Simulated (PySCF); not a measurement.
# C₄H₄F₂: core binding energies at several levels of theory

Aim: compute the core binding energies of C₄H₄F₂ (`FCC1=C(F)C1`) at several levels, and see how far they spread and what each costs.

Computed with PySCF 2.14.0, with density-fitted response routines of our own, on a single molecule in the gas phase. Atoms are numbered from 0 throughout.

### 1 The starting structure

10 atoms, charge 0, multiplicity 1; geometry from: PBE0-D3(BJ)/def2-SVP.

Bonds of the start (Å): F0–C1 1.37, C1–C2 1.47, C2–C3 1.29, C3–F4 1.30, C3–C5 1.47, C5–C2 1.54, C1–H6 1.11, C1–H7 1.11, C5–H8 1.10, C5–H9 1.10.

### 2 Core holes by ΔSCF: SCAN, X2C

What the job is given:

```
{"job": {"kind": "xps"}, "charge": 0, "multiplicity": 1}
F     -2.137170     1.194160     0.075833
C     -1.485976    -0.005274     0.019592
C     -0.026047     0.166949     0.000200
C      1.090969     0.811696    -0.011667
F      1.718039     1.955762    -0.005249
C      1.286164    -0.642182    -0.028626
H     -1.776055    -0.618147     0.893141
H     -1.807853    -0.550723    -0.887137
H      1.608078    -1.176167     0.882176
H      1.579453    -1.157458    -0.959594
```

Method: delta-SCF UKS SCAN, pcX-2 on the ionised atom, pcseg-1 elsewhere, spin-free X2C.

Started as:

```bash
$ OMP_NUM_THREADS=1 python probes_run.py task.json out
```

One launch serves the whole session: the jobs run in the order shown.

The program printed:

```text
ground state, core basis on atom 0 (F), 135 functions
  cycle   1  E = -354.42880652  |g| = 6.33e-01
  cycle   2  E = -354.34344892  |g| = 9.99e-01
  cycle   3  E = -354.49171654  |g| = 1.11e-01
  cycle   4  E = -354.49377140  |g| = 3.81e-02
  cycle   5  E = -354.49409574  |g| = 9.48e-03
  cycle   6  E = -354.49410627  |g| = 6.66e-03
  cycle   7  E = -354.49411692  |g| = 2.36e-03
  cycle   8  E = -354.49411723  |g| = 5.24e-04
  cycle   9  E = -354.49411922  |g| = 1.45e-04
  E(ground) = -354.49652519 Eh
hole in F 1s of atom 0
  cycle   1  E = -328.14143318  |g| = 2.58e+00
  cycle   2  E = -326.78931662  |g| = 2.52e+00
  cycle   3  E = -328.43053864  |g| = 1.03e+00
  cycle   4  E = -328.93017953  |g| = 4.61e-01
  cycle   5  E = -328.97245589  |g| = 3.24e-01
  cycle   6  E = -329.02514672  |g| = 8.88e-02
  cycle   7  E = -329.02823114  |g| = 3.41e-02
  cycle   8  E = -329.02862222  |g| = 6.55e-03
  cycle   9  E = -329.02863589  |g| = 2.47e-03
  cycle  10  E = -329.02863819  |g| = 8.13e-04
  cycle  11  E = -329.02863884  |g| = 2.70e-04
  E(ion) = -329.03748785 Eh   <S^2> = 0.7571   hole on atom = 1.000   binding energy = 692.776 eV
ground state, core basis on atom 1 (C), 135 functions
  cycle   1  E = -354.45137238  |g| = 8.82e-02
  cycle   2  E = -354.44981336  |g| = 1.19e-01
  cycle   3  E = -354.45197280  |g| = 2.48e-02
  cycle   4  E = -354.45199698  |g| = 1.99e-02
  cycle   5  E = -354.45209423  |g| = 1.97e-03
  cycle   6  E = -354.45209370  |g| = 2.57e-04
  E(ground) = -354.45222520 Eh
hole in C 1s of atom 1
  cycle   1  E = -343.10243745  |g| = 1.50e+00
  cycle   2  E = -340.07770286  |g| = 2.66e+00
  cycle   3  E = -343.27299264  |g| = 9.13e-01
  cycle   4  E = -343.57887021  |g| = 4.55e-01
  cycle   5  E = -343.64514368  |g| = 1.24e-01
  cycle   6  E = -343.64907005  |g| = 6.01e-02
  cycle   7  E = -343.65056013  |g| = 3.08e-02
  cycle   8  E = -343.65095392  |g| = 8.28e-03
  cycle   9  E = -343.65099701  |g| = 2.86e-03
  cycle  10  E = -343.65100428  |g| = 2.03e-03
  cycle  11  E = -343.65100896  |g| = 9.39e-04
  cycle  12  E = -343.65101181  |g| = 5.74e-04
  cycle  13  E = -343.65101313  |g| = 5.25e-04
  cycle  14  E = -343.65101409  |g| = 3.28e-04
  E(ion) = -343.65235545 Eh   <S^2> = 0.7732   hole on atom = 1.000   binding energy = 293.879 eV
ground state, core basis on atom 2 (C), 135 functions
  cycle   1  E = -354.45264566  |g| = 6.00e-02
  cycle   2  E = -354.45247682  |g| = 3.49e-02
  cycle   3  E = -354.45228897  |g| = 4.43e-02
  cycle   4  E = -354.45275053  |g| = 7.90e-03
  cycle   5  E = -354.45276831  |g| = 1.16e-03
  cycle   6  E = -354.45276551  |g| = 4.18e-04
  E(ground) = -354.45442809 Eh
hole in C 1s of atom 2
  cycle   1  E = -343.17663991  |g| = 1.52e+00
  cycle   2  E = -341.95559645  |g| = 2.18e+00
  cycle   3  E = -343.58731318  |g| = 6.42e-01
  cycle   4  E = -343.70235006  |g| = 3.68e-01
  cycle   5  E = -343.74753461  |g| = 1.06e-01
  cycle   6  E = -343.75157464  |g| = 3.60e-02
  cycle   7  E = -343.75217176  |g| = 1.37e-02
  cycle   8  E = -343.75229085  |g| = 7.85e-03
  cycle   9  E = -343.75234008  |g| = 3.39e-03
  cycle  10  E = -343.75236647  |g| = 2.29e-03
  cycle  11  E = -343.75237206  |g| = 1.02e-03
  cycle  12  E = -343.75237245  |g| = 5.41e-04
  cycle  13  E = -343.75237189  |g| = 1.60e-04
  E(ion) = -343.75371705 Eh   <S^2> = 0.8013   hole on atom = 1.000   binding energy = 291.181 eV
ground state, core basis on atom 3 (C), 135 functions
  cycle   1  E = -354.45560022  |g| = 5.78e-02
  cycle   2  E = -354.45551964  |g| = 2.42e-02
  cycle   3  E = -354.45527815  |g| = 4.01e-02
  cycle   4  E = -354.45564384  |g| = 5.38e-03
  cycle   5  E = -354.45564927  |g| = 9.15e-04
  cycle   6  E = -354.45564894  |g| = 2.58e-04
  E(ground) = -354.45698324 Eh
hole in C 1s of atom 3
  cycle   1  E = -343.10752296  |g| = 1.52e+00
  cycle   2  E = -340.04633882  |g| = 2.83e+00
  cycle   3  E = -343.29191427  |g| = 9.65e-01
  cycle   4  E = -343.57658994  |g| = 5.28e-01
  cycle   5  E = -343.65703408  |g| = 2.47e-01
  cycle   6  E = -343.67597210  |g| = 1.00e-01
  cycle   7  E = -343.67985186  |g| = 2.61e-02
  cycle   8  E = -343.68017626  |g| = 7.68e-03
  cycle   9  E = -343.68023117  |g| = 4.34e-03
  cycle  10  E = -343.68026430  |g| = 3.23e-03
  cycle  11  E = -343.68028492  |g| = 1.86e-03
  cycle  12  E = -343.68029125  |g| = 8.72e-04
  cycle  13  E = -343.68029169  |g| = 4.99e-04
  E(ion) = -343.68172278 Eh   <S^2> = 0.8106   hole on atom = 1.000   binding energy = 293.210 eV
ground state, core basis on atom 4 (F), 135 functions
  cycle   1  E = -354.49408549  |g| = 1.20e-01
  cycle   2  E = -354.49282819  |g| = 9.23e-02
  cycle   3  E = -354.49276999  |g| = 8.95e-02
  cycle   4  E = -354.49434034  |g| = 1.57e-02
  cycle   5  E = -354.49439603  |g| = 7.25e-04
  cycle   6  E = -354.49439496  |g| = 3.32e-04
  E(ground) = -354.49695163 Eh
hole in F 1s of atom 4
  cycle   1  E = -328.09361784  |g| = 2.58e+00
  cycle   2  E = -327.17985187  |g| = 2.53e+00
  cycle   3  E = -328.33686337  |g| = 1.08e+00
  cycle   4  E = -328.80377347  |g| = 6.18e-01
  cycle   5  E = -328.98773814  |g| = 1.19e-01
  cycle   6  E = -328.99076210  |g| = 8.11e-02
  cycle   7  E = -328.99309278  |g| = 1.33e-02
  cycle   8  E = -328.99315661  |g| = 7.04e-03
  cycle   9  E = -328.99318428  |g| = 2.07e-03
  cycle  10  E = -328.99319057  |g| = 1.50e-03
  cycle  11  E = -328.99319898  |g| = 1.28e-03
  cycle  12  E = -328.99321440  |g| = 9.45e-04
  cycle  13  E = -328.99322573  |g| = 5.59e-04
  cycle  14  E = -328.99322645  |g| = 2.26e-04
  E(ion) = -329.00204596 Eh   <S^2> = 0.7638   hole on atom = 1.000   binding energy = 693.752 eV
ground state, core basis on atom 5 (C), 135 functions
  cycle   1  E = -354.44836017  |g| = 1.05e-01
  cycle   2  E = -354.44521325  |g| = 1.61e-01
  cycle   3  E = -354.44938326  |g| = 2.84e-02
  cycle   4  E = -354.44941377  |g| = 2.48e-02
  cycle   5  E = -354.44956885  |g| = 2.40e-03
  cycle   6  E = -354.44957081  |g| = 4.77e-04
  E(ground) = -354.45024902 Eh
hole in C 1s of atom 5
  cycle   1  E = -343.16777236  |g| = 1.51e+00
  cycle   2  E = -342.20678411  |g| = 2.02e+00
  cycle   3  E = -343.64663322  |g| = 4.76e-01
  cycle   4  E = -343.69864194  |g| = 3.25e-01
  cycle   5  E = -343.72951642  |g| = 9.06e-02
  cycle   6  E = -343.73197301  |g| = 4.34e-02
  cycle   7  E = -343.73281359  |g| = 1.67e-02
  cycle   8  E = -343.73295708  |g| = 6.28e-03
  cycle   9  E = -343.73298615  |g| = 2.76e-03
  cycle  10  E = -343.73299049  |g| = 2.02e-03
  cycle  11  E = -343.73299266  |g| = 4.41e-04
  E(ion) = -343.73365076 Eh   <S^2> = 0.7756   hole on atom = 1.000   binding energy = 291.613 eV
```

Run time: 31 s. Hardware: 1 thread of Arm Neoverse V2, shared host; peak memory 0.45 GiB.

Binding energies by hole, beside the orbital energy of the ground state; the difference holds orbital relaxation and, for a density functional, its self-interaction error:

| hole | stands for | environment | ΔSCF (eV) | −ε (eV) | ⟨S²⟩ |
| --- | --- | --- | --- | --- | --- |
| F1s on F0 | F0 | fluorine on an sp3 carbon | 692.78 | 666.7 | 0.757 |
| C1s on C1 | C1 | allylic sp3 CH2 bonded to F | 293.88 | 276.5 | 0.773 |
| C1s on C2 | C2 | fully substituted alkene carbon | 291.18 | 274.5 | 0.801 |
| C1s on C3 | C3 | fully substituted alkene carbon bonded to F | 293.21 | 276.4 | 0.811 |
| F1s on F4 | F4 | vinylic fluorine | 693.75 | 668.0 | 0.764 |
| C1s on C5 | C5 | three-membered-ring carbon | 291.61 | 274.7 | 0.776 |

### 3 X-ray photoelectron lines: B3LYP, X2C

Settings changed since step 2:

```diff
@@ -1,2 +1,2 @@
-{"job": {"kind": "xps"}, "charge": 0, "multiplicity": 1}
+{"job": {"kind": "xps", "xc": "B3LYP"}, "charge": 0, "multiplicity": 1}
 F     -2.137170     1.194160     0.075833
```

With the program's defaults for keys left out, this is: delta-SCF UKS B3LYP, pcX-2 on the ionised atom, pcseg-1 elsewhere, spin-free X2C.

The program printed:

```text
ground state, core basis on atom 0 (F), 135 functions
  cycle   1  E = -354.56824850  |g| = 6.01e-01
  cycle   2  E = -354.50892180  |g| = 8.87e-01
  cycle   3  E = -354.62654953  |g| = 7.21e-02
  cycle   4  E = -354.62729816  |g| = 2.97e-02
  cycle   5  E = -354.62748857  |g| = 6.52e-03
  cycle   6  E = -354.62749638  |g| = 4.01e-03
  cycle   7  E = -354.62749953  |g| = 8.71e-04
  cycle   8  E = -354.62749980  |g| = 1.58e-04
  E(ground) = -354.62772776 Eh
hole in F 1s of atom 0
  cycle   1  E = -328.28477370  |g| = 2.59e+00
  cycle   2  E = -327.70539056  |g| = 2.36e+00
  cycle   3  E = -328.95196465  |g| = 6.75e-01
  cycle   4  E = -329.10371650  |g| = 3.96e-01
  cycle   5  E = -329.16865555  |g| = 1.48e-01
  cycle   6  E = -329.17854392  |g| = 4.96e-02
  cycle   7  E = -329.17959004  |g| = 1.43e-02
  cycle   8  E = -329.17966632  |g| = 3.58e-03
  cycle   9  E = -329.17967310  |g| = 1.38e-03
  cycle  10  E = -329.17967463  |g| = 6.42e-04
  cycle  11  E = -329.17967549  |g| = 2.62e-04
  E(ion) = -329.17988524 Eh   <S^2> = 0.7549   hole on atom = 1.000   binding energy = 692.471 eV
ground state, core basis on atom 1 (C), 135 functions
  cycle   1  E = -354.57870989  |g| = 6.69e-02
  cycle   2  E = -354.57795405  |g| = 8.59e-02
  cycle   3  E = -354.57914371  |g| = 1.49e-02
  cycle   4  E = -354.57915853  |g| = 1.15e-02
  cycle   5  E = -354.57918942  |g| = 7.74e-04
  cycle   6  E = -354.57918882  |g| = 1.14e-04
  E(ground) = -354.57972814 Eh
hole in C 1s of atom 1
  cycle   1  E = -343.23338614  |g| = 1.51e+00
  cycle   2  E = -340.54344668  |g| = 2.56e+00
  cycle   3  E = -343.48384257  |g| = 8.13e-01
  cycle   4  E = -343.72433195  |g| = 3.86e-01
  cycle   5  E = -343.77272250  |g| = 9.41e-02
  cycle   6  E = -343.77548064  |g| = 3.28e-02
  cycle   7  E = -343.77596023  |g| = 8.80e-03
  cycle   8  E = -343.77598398  |g| = 5.54e-03
  cycle   9  E = -343.77599947  |g| = 1.23e-03
  cycle  10  E = -343.77599947  |g| = 7.44e-04
  cycle  11  E = -343.77600050  |g| = 2.16e-04
  E(ion) = -343.77652651 Eh   <S^2> = 0.7610   hole on atom = 1.000   binding energy = 293.970 eV
ground state, core basis on atom 2 (C), 135 functions
  cycle   1  E = -354.58015834  |g| = 4.61e-02
  cycle   2  E = -354.58007503  |g| = 3.02e-02
  cycle   3  E = -354.58017036  |g| = 2.12e-02
  cycle   4  E = -354.58025818  |g| = 6.87e-03
  cycle   5  E = -354.58026945  |g| = 8.27e-04
  cycle   6  E = -354.58026764  |g| = 1.61e-04
  E(ground) = -354.58053665 Eh
hole in C 1s of atom 2
  cycle   1  E = -343.30752052  |g| = 1.53e+00
  cycle   2  E = -342.32739745  |g| = 2.07e+00
  cycle   3  E = -343.77249595  |g| = 5.04e-01
  cycle   4  E = -343.84559718  |g| = 2.78e-01
  cycle   5  E = -343.87236961  |g| = 6.32e-02
  cycle   6  E = -343.87381445  |g| = 1.92e-02
  cycle   7  E = -343.87399444  |g| = 5.64e-03
  cycle   8  E = -343.87402055  |g| = 3.05e-03
  cycle   9  E = -343.87403197  |g| = 1.40e-03
  cycle  10  E = -343.87403725  |g| = 9.04e-04
  cycle  11  E = -343.87403822  |g| = 3.26e-04
  E(ion) = -343.87421306 Eh   <S^2> = 0.7724   hole on atom = 1.000   binding energy = 291.334 eV
ground state, core basis on atom 3 (C), 135 functions
  cycle   1  E = -354.58273218  |g| = 5.17e-02
  cycle   2  E = -354.58215260  |g| = 5.97e-02
  cycle   3  E = -354.58284480  |g| = 2.18e-02
  cycle   4  E = -354.58294720  |g| = 7.84e-03
  cycle   5  E = -354.58295749  |g| = 3.28e-04
  E(ground) = -354.58348710 Eh
hole in C 1s of atom 3
  cycle   1  E = -343.23912965  |g| = 1.52e+00
  cycle   2  E = -342.17129938  |g| = 2.12e+00
  cycle   3  E = -343.72903887  |g| = 4.07e-01
  cycle   4  E = -343.77796906  |g| = 2.34e-01
  cycle   5  E = -343.79972322  |g| = 9.88e-02
  cycle   6  E = -343.80334999  |g| = 2.04e-02
  cycle   7  E = -343.80354105  |g| = 4.82e-03
  cycle   8  E = -343.80357441  |g| = 3.22e-03
  cycle   9  E = -343.80358783  |g| = 1.45e-03
  cycle  10  E = -343.80359570  |g| = 6.83e-04
  cycle  11  E = -343.80359514  |g| = 3.20e-04
  E(ion) = -343.80397689 Eh   <S^2> = 0.7762   hole on atom = 1.000   binding energy = 293.325 eV
ground state, core basis on atom 4 (F), 135 functions
  cycle   1  E = -354.62709787  |g| = 8.63e-02
  cycle   2  E = -354.62666135  |g| = 6.77e-02
  cycle   3  E = -354.62706643  |g| = 4.16e-02
  cycle   4  E = -354.62731988  |g| = 8.03e-03
  cycle   5  E = -354.62733498  |g| = 5.95e-04
  cycle   6  E = -354.62733497  |g| = 1.47e-04
  E(ground) = -354.62760762 Eh
hole in F 1s of atom 4
  cycle   1  E = -328.23685242  |g| = 2.60e+00
  cycle   2  E = -327.66103071  |g| = 2.42e+00
  cycle   3  E = -328.73860376  |g| = 8.95e-01
  cycle   4  E = -328.99853603  |g| = 5.51e-01
  cycle   5  E = -329.14135295  |g| = 7.03e-02
  cycle   6  E = -329.14251278  |g| = 4.64e-02
  cycle   7  E = -329.14337062  |g| = 6.15e-03
  cycle   8  E = -329.14338614  |g| = 2.41e-03
  cycle   9  E = -329.14338843  |g| = 6.54e-04
  cycle  10  E = -329.14338912  |g| = 2.65e-04
  E(ion) = -329.14359120 Eh   <S^2> = 0.7554   hole on atom = 1.000   binding energy = 693.455 eV
ground state, core basis on atom 5 (C), 135 functions
  cycle   1  E = -354.57625918  |g| = 7.16e-02
  cycle   2  E = -354.57527190  |g| = 9.65e-02
  cycle   3  E = -354.57678973  |g| = 1.37e-02
  cycle   4  E = -354.57680274  |g| = 1.02e-02
  cycle   5  E = -354.57682633  |g| = 4.06e-04
  cycle   6  E = -354.57682691  |g| = 1.34e-04
  E(ground) = -354.57728409 Eh
hole in C 1s of atom 5
  cycle   1  E = -343.29935160  |g| = 1.51e+00
  cycle   2  E = -342.60101875  |g| = 1.88e+00
  cycle   3  E = -343.80815400  |g| = 3.53e-01
  cycle   4  E = -343.84309745  |g| = 2.02e-01
  cycle   5  E = -343.85544521  |g| = 4.67e-02
  cycle   6  E = -343.85618302  |g| = 1.46e-02
  cycle   7  E = -343.85628058  |g| = 5.48e-03
  cycle   8  E = -343.85629540  |g| = 2.07e-03
  cycle   9  E = -343.85629895  |g| = 7.17e-04
  cycle  10  E = -343.85629917  |g| = 4.78e-04
  E(ion) = -343.85670638 Eh   <S^2> = 0.7617   hole on atom = 1.000   binding energy = 291.722 eV
```

Wall time 34 s (1 thread of Arm Neoverse V2, shared host); peak memory 0.51 GiB.

The holes in one table. −ε is the ground-state orbital energy:

| hole | stands for | environment | ΔSCF (eV) | −ε (eV) | ⟨S²⟩ |
| --- | --- | --- | --- | --- | --- |
| F1s on F0 | F0 | fluorine on an sp3 carbon | 692.47 | 672.1 | 0.755 |
| C1s on C1 | C1 | allylic sp3 CH2 bonded to F | 293.97 | 279.8 | 0.761 |
| C1s on C2 | C2 | fully substituted alkene carbon | 291.33 | 277.8 | 0.772 |
| C1s on C3 | C3 | fully substituted alkene carbon bonded to F | 293.33 | 279.8 | 0.776 |
| F1s on F4 | F4 | vinylic fluorine | 693.46 | 673.4 | 0.755 |
| C1s on C5 | C5 | three-membered-ring carbon | 291.72 | 278.0 | 0.762 |

### 4 X-ray photoelectron lines: PBE0, X2C

Settings changed since step 3:

```diff
@@ -1,2 +1,2 @@
-{"job": {"kind": "xps", "xc": "B3LYP"}, "charge": 0, "multiplicity": 1}
+{"job": {"kind": "xps", "xc": "PBE0"}, "charge": 0, "multiplicity": 1}
 F     -2.137170     1.194160     0.075833
```

Method: delta-SCF UKS PBE0, pcX-2 on the ionised atom, pcseg-1 elsewhere, spin-free X2C.

The program printed:

```text
ground state, core basis on atom 0 (F), 135 functions
  cycle   1  E = -354.19390762  |g| = 5.61e-01
  cycle   2  E = -354.15677343  |g| = 7.70e-01
  cycle   3  E = -354.24618243  |g| = 6.02e-02
  cycle   4  E = -354.24666658  |g| = 2.46e-02
  cycle   5  E = -354.24679296  |g| = 6.33e-03
  cycle   6  E = -354.24680077  |g| = 3.58e-03
  cycle   7  E = -354.24680326  |g| = 5.86e-04
  cycle   8  E = -354.24680316  |g| = 1.79e-04
  E(ground) = -354.24700968 Eh
hole in F 1s of atom 0
  cycle   1  E = -327.92217179  |g| = 2.59e+00
  cycle   2  E = -327.86241020  |g| = 2.09e+00
  cycle   3  E = -328.75166199  |g| = 4.03e-01
  cycle   4  E = -328.77750918  |g| = 2.88e-01
  cycle   5  E = -328.81802807  |g| = 6.44e-02
  cycle   6  E = -328.81976277  |g| = 2.58e-02
  cycle   7  E = -328.82005989  |g| = 5.94e-03
  cycle   8  E = -328.82007098  |g| = 1.66e-03
  cycle   9  E = -328.82007185  |g| = 4.79e-04
  E(ion) = -328.82022308 Eh   <S^2> = 0.7555   hole on atom = 1.000   binding energy = 691.898 eV
ground state, core basis on atom 1 (C), 135 functions
  cycle   1  E = -354.19811930  |g| = 8.68e-02
  cycle   2  E = -354.19725676  |g| = 9.77e-02
  cycle   3  E = -354.19874504  |g| = 1.94e-02
  cycle   4  E = -354.19878540  |g| = 1.18e-02
  cycle   5  E = -354.19881757  |g| = 3.66e-04
  cycle   6  E = -354.19881656  |g| = 1.16e-04
  E(ground) = -354.19923845 Eh
hole in C 1s of atom 1
  cycle   1  E = -342.87513783  |g| = 1.51e+00
  cycle   2  E = -341.51414777  |g| = 2.12e+00
  cycle   3  E = -343.26850598  |g| = 5.46e-01
  cycle   4  E = -343.37750271  |g| = 3.03e-01
  cycle   5  E = -343.41273901  |g| = 8.27e-02
  cycle   6  E = -343.41531522  |g| = 4.40e-02
  cycle   7  E = -343.41618539  |g| = 1.12e-02
  cycle   8  E = -343.41624519  |g| = 4.39e-03
  cycle   9  E = -343.41626690  |g| = 1.81e-03
  cycle  10  E = -343.41626968  |g| = 1.28e-03
  cycle  11  E = -343.41627177  |g| = 3.57e-04
  E(ion) = -343.41667401 Eh   <S^2> = 0.7649   hole on atom = 1.000   binding energy = 293.409 eV
ground state, core basis on atom 2 (C), 135 functions
  cycle   1  E = -354.20051151  |g| = 6.15e-02
  cycle   2  E = -354.20048176  |g| = 2.57e-02
  cycle   3  E = -354.20050226  |g| = 2.38e-02
  cycle   4  E = -354.20061794  |g| = 5.63e-03
  cycle   5  E = -354.20062328  |g| = 6.80e-04
  cycle   6  E = -354.20062504  |g| = 1.64e-04
  E(ground) = -354.20080892 Eh
hole in C 1s of atom 2
  cycle   1  E = -342.94695784  |g| = 1.53e+00
  cycle   2  E = -342.14647052  |g| = 1.94e+00
  cycle   3  E = -343.42055919  |g| = 4.77e-01
  cycle   4  E = -343.49174395  |g| = 2.36e-01
  cycle   5  E = -343.51146952  |g| = 5.24e-02
  cycle   6  E = -343.51250914  |g| = 1.57e-02
  cycle   7  E = -343.51264772  |g| = 5.47e-03
  cycle   8  E = -343.51268834  |g| = 3.43e-03
  cycle   9  E = -343.51270964  |g| = 1.70e-03
  cycle  10  E = -343.51271803  |g| = 9.98e-04
  cycle  11  E = -343.51271881  |g| = 3.36e-04
  E(ion) = -343.51281468 Eh   <S^2> = 0.7820   hole on atom = 1.000   binding energy = 290.835 eV
ground state, core basis on atom 3 (C), 135 functions
  cycle   1  E = -354.20282052  |g| = 6.69e-02
  cycle   2  E = -354.20224032  |g| = 6.06e-02
  cycle   3  E = -354.20284160  |g| = 3.24e-02
  cycle   4  E = -354.20308322  |g| = 6.17e-03
  cycle   5  E = -354.20309012  |g| = 3.27e-04
  E(ground) = -354.20351728 Eh
hole in C 1s of atom 3
  cycle   1  E = -342.87927175  |g| = 1.52e+00
  cycle   2  E = -342.02734656  |g| = 1.98e+00
  cycle   3  E = -343.37359185  |g| = 3.95e-01
  cycle   4  E = -343.42457639  |g| = 1.98e-01
  cycle   5  E = -343.44037698  |g| = 8.16e-02
  cycle   6  E = -343.44291577  |g| = 1.77e-02
  cycle   7  E = -343.44308906  |g| = 5.35e-03
  cycle   8  E = -343.44314776  |g| = 3.82e-03
  cycle   9  E = -343.44317751  |g| = 1.94e-03
  cycle  10  E = -343.44319055  |g| = 9.22e-04
  cycle  11  E = -343.44319206  |g| = 4.29e-04
  E(ion) = -343.44347857 Eh   <S^2> = 0.7887   hole on atom = 1.000   binding energy = 292.796 eV
ground state, core basis on atom 4 (F), 135 functions
  cycle   1  E = -354.24699316  |g| = 1.12e-01
  cycle   2  E = -354.24671860  |g| = 5.86e-02
  cycle   3  E = -354.24683850  |g| = 5.17e-02
  cycle   4  E = -354.24722398  |g| = 4.74e-03
  cycle   5  E = -354.24722954  |g| = 8.71e-04
  cycle   6  E = -354.24723011  |g| = 1.70e-04
  E(ground) = -354.24746658 Eh
hole in F 1s of atom 4
  cycle   1  E = -327.87425273  |g| = 2.60e+00
  cycle   2  E = -327.48916934  |g| = 2.28e+00
  cycle   3  E = -328.46215367  |g| = 8.07e-01
  cycle   4  E = -328.66930490  |g| = 4.91e-01
  cycle   5  E = -328.78206039  |g| = 5.81e-02
  cycle   6  E = -328.78298728  |g| = 3.48e-02
  cycle   7  E = -328.78348020  |g| = 4.77e-03
  cycle   8  E = -328.78349014  |g| = 1.88e-03
  cycle   9  E = -328.78349173  |g| = 5.66e-04
  cycle  10  E = -328.78349252  |g| = 2.86e-04
  E(ion) = -328.78364550 Eh   <S^2> = 0.7561   hole on atom = 1.000   binding energy = 692.906 eV
ground state, core basis on atom 5 (C), 135 functions
  cycle   1  E = -354.19570655  |g| = 9.32e-02
  cycle   2  E = -354.19451455  |g| = 1.12e-01
  cycle   3  E = -354.19651531  |g| = 1.87e-02
  cycle   4  E = -354.19655352  |g| = 1.11e-02
  cycle   5  E = -354.19658338  |g| = 6.07e-04
  cycle   6  E = -354.19658252  |g| = 1.45e-04
  E(ground) = -354.19694703 Eh
hole in C 1s of atom 5
  cycle   1  E = -342.93964787  |g| = 1.51e+00
  cycle   2  E = -342.41011139  |g| = 1.74e+00
  cycle   3  E = -343.45157112  |g| = 3.33e-01
  cycle   4  E = -343.48616564  |g| = 1.66e-01
  cycle   5  E = -343.49462817  |g| = 3.91e-02
  cycle   6  E = -343.49515463  |g| = 1.12e-02
  cycle   7  E = -343.49521805  |g| = 3.91e-03
  cycle   8  E = -343.49522632  |g| = 2.42e-03
  cycle   9  E = -343.49523139  |g| = 6.97e-04
  cycle  10  E = -343.49523163  |g| = 4.15e-04
  E(ion) = -343.49555297 Eh   <S^2> = 0.7657   hole on atom = 1.000   binding energy = 291.200 eV
```

Run time: 33 s. Hardware: 1 thread of Arm Neoverse V2, shared host; peak memory 0.5 GiB.

The holes in one table. −ε is the ground-state orbital energy:

| hole | stands for | environment | ΔSCF (eV) | −ε (eV) | ⟨S²⟩ |
| --- | --- | --- | --- | --- | --- |
| F1s on F0 | F0 | fluorine on an sp3 carbon | 691.90 | 674.5 | 0.756 |
| C1s on C1 | C1 | allylic sp3 CH2 bonded to F | 293.41 | 281.2 | 0.765 |
| C1s on C2 | C2 | fully substituted alkene carbon | 290.84 | 279.2 | 0.782 |
| C1s on C3 | C3 | fully substituted alkene carbon bonded to F | 292.80 | 281.2 | 0.789 |
| F1s on F4 | F4 | vinylic fluorine | 692.91 | 675.9 | 0.756 |
| C1s on C5 | C5 | three-membered-ring carbon | 291.20 | 279.3 | 0.766 |

(Part 1 of 3 ends here.)
